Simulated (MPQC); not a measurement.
# BNH4 (SMILES BN): UHF/3-21G

What is the energy change on altering one bond length of BNH4 at UHF/3-21G? 

The results are computed with MPQC 2.3.1.

8 further runs of the same task are left out: 8 set aside as unsound or not needed.

### Step 1. The molecule

BNH4 has 6 atoms, charge 0, and is taken as a singlet. SMILES: `BN`. The coordinates come from a PBE0-D4/def2-TZVP relaxation.

Bond lengths: B1–N2 1.385 Å, B1–H3 1.197 Å, B1–H4 1.197 Å, N2–H5 1.006 Å, N2–H6 1.006 Å. Angles: B1–N2–H5 123.2°, B1–N2–H6 123.2°, N2–B1–H3 119.0°, N2–B1–H4 119.0°, H5–N2–H6 113.5°, H3–B1–H4 122.0°.

### Step 2. Energy and gradient at UHF/3-21G

Input file input.in:

```
% emacs should use -*- KeyVal -*- mode
molecule<Molecule>: (
   symmetry = auto
   unit = angstrom
   { atoms geometry } = {
      B  [ -0.128200 -0.679600 -0.025600 ]
      N  [ 0.146100 0.677400 0.010800 ]
      H  [ 0.225800 -1.368000 0.887500 ]
      H  [ -0.712000 -1.128700 -0.969200 ]
      H  [ -0.121600 1.313700 -0.720800 ]
      H  [ 0.632000 1.121400 0.771300 ]
   }
)
basis<GaussianBasisSet>: (
   name = "3-21G"
   molecule = $:molecule
   puream = yes
)
mpqc: (
   checkpoint = no
   savestate = no
   restart = no
   do_energy = yes
   do_gradient = yes
   optimize = no
   mole<UHF>: (
      molecule = $:molecule
      basis = $:basis
      total_charge = 0
      multiplicity = 1
      memory = 1000000000
      print_evals = yes
      print_npa = yes
      maxiter = 100
      guess_wavefunction<UHF>: (
         molecule = $:molecule
         total_charge = 0
         multiplicity = 1
         memory = 1000000000
         value_accuracy = 1e-3
         basis<GaussianBasisSet>: (
            name = "STO-3G"
            molecule = $:molecule
         )
      )
   )
)
```

The run is started by

```bash
$ mpqc input.in > input.out
```

The log of the run (excerpt; [...] marks lines left out):

```text
MPQC: Massively Parallel Quantum Chemistry
[...]
  <S^2>      = -0.000000
  total scf energy =  -81.0430936318
[...]
Value of the MolecularEnergy:  -81.0430936318
  Gradient of the MolecularEnergy:
      1    0.0028441077
      2    0.0141691521
      3    0.0003661012
      4   -0.0040552350
      5   -0.0202922407
      6   -0.0004756541
      7    0.0015706105
      8   -0.0002017285
      9    0.0030305311
     10   -0.0014827021
     11    0.0005785312
     12   -0.0030125913
[...]
      symmetry = c1
[...]
      nbasis = 26
[...]
    nalpha = 8
    nbeta = 8
[...]
```

It took 0.52 s on 1 thread of Intel Xeon Platinum 8259CL at 2.50GHz (Skylake/Cascade Lake), shared host.

### Step 3. The distorted shape at the same level

Input file input.in:

```
% BH4N
molecule<Molecule>: (
  symmetry = auto
  unit = angstrom
  { atoms geometry } = {
    B  [ -0.176810 -0.724018 -0.101681 ]
    N  [ 0.097490 0.632982 -0.065281 ]
    H  [ 0.177190 -1.412418 0.811419 ]
    H  [ -0.760610 -1.173118 -1.045281 ]
    H  [ -0.170210 1.269282 -0.796881 ]
    H  [ 0.632000 1.121400 0.771300 ]
  }
)
basis<GaussianBasisSet>: (
  name = "3-21G"
  molecule = $:molecule
  puream = yes
)
mpqc: (
  checkpoint = no
  savestate = no
  restart = no
  do_energy = yes
  do_gradient = yes
  optimize = no
  mole<UHF>: (
    molecule = $:molecule
    basis = $:basis
    total_charge = 0
    multiplicity = 1
    memory = 1000000000
    print_evals = yes
    print_npa = yes
    maxiter = 100
    guess_wavefunction<UHF>: (
      molecule = $:molecule
      total_charge = 0
      multiplicity = 1
      memory = 1000000000
      value_accuracy = 1e-3
      basis<GaussianBasisSet>: (
        name = "STO-3G"
        molecule = $:molecule
      )
    )
  )
)
```

The run is started by

```bash
$ mpqc input.in > input.out
```

The log of the run (excerpt; [...] marks lines left out):

```text
MPQC: Massively Parallel Quantum Chemistry
[...]
  <S^2>      = -0.000000
  total scf energy =  -81.0349093446
[...]
Value of the MolecularEnergy:  -81.0349093446
  Gradient of the MolecularEnergy:
      1    0.0014129533
      2    0.0137044670
      3   -0.0021733463
      4   -0.0350701881
      5   -0.0476966889
      6   -0.0493490140
      7    0.0017309685
      8    0.0000312459
      9    0.0032508447
     10   -0.0014000902
     11    0.0001989580
     12   -0.0027216610
[...]
      symmetry = c1
[...]
      nbasis = 26
[...]
    nalpha = 8
    nbeta = 8
[...]
```

Wall time 0.36 s (1 thread of Intel Xeon Platinum 8259CL at 2.50GHz (Skylake/Cascade Lake), shared host).

### Step 4. Summary of results

At UHF/3-21G:

| quantity | value |
| --- | --- |
| first shape: total energy | -81.04309 Eh |
| first shape: largest force on an atom | 1.064 eV/Å |
| distorted shape: total energy | -81.03491 Eh |
| distorted shape: largest force on an atom | 3.963 eV/Å |
| energy change with the N2–H6 bond stretched from 1.006 to 1.106 Å | 0.223 eV |

**Reading.** With the N2–H6 bond stretched from 1.006 to 1.106 Å the energy rises by 0.22 eV (21.5 kJ/mol). The first shape isn't relaxed at this level, so the change isn't measured from a minimum. The largest force (first shape) is 1.06 eV/Å: the shape isn't a stationary point for this species at this level.
